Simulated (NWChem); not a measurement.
nitrous oxide (N2O); SMILES N#[N+][O-]

```xyz
3

N     -1.2110    -0.0220     0.0194
N     -0.0654    -0.0012     0.0010
O      1.1217     0.0203    -0.0179
```
Atoms are numbered in this order, from 1.

Level: PBE-D3(BJ)/def2-SVP (NWChem), optimised geometry, unscaled harmonic frequencies. 

```json
[
 {"frequency (cm⁻¹)": "0", "IR intensity (km/mol)": "1.8"},
 {"frequency (cm⁻¹)": "588", "IR intensity (km/mol)": "8.3"},
 {"frequency (cm⁻¹)": "1348", "IR intensity (km/mol)": "32.1"},
 {"frequency (cm⁻¹)": "2359", "IR intensity (km/mol)": "270.8"}
]
```

The zero-point energy comes out as 6.1 kcal/mol and the thermal correction to the enthalpy at 298.15 K (with zero-point energy) comes out as 8.3 kcal/mol. The heat capacity Cv is 6.2 cal/(mol K) and the entropy at 298.15 K and 1 atm (symmetry number 1) comes out as 52.1 cal/(mol K). The dipole moment comes out as 0.21 D.

Rigid rotor and harmonic oscillator; modes under 100 cm⁻¹ make the entropy uncertain.
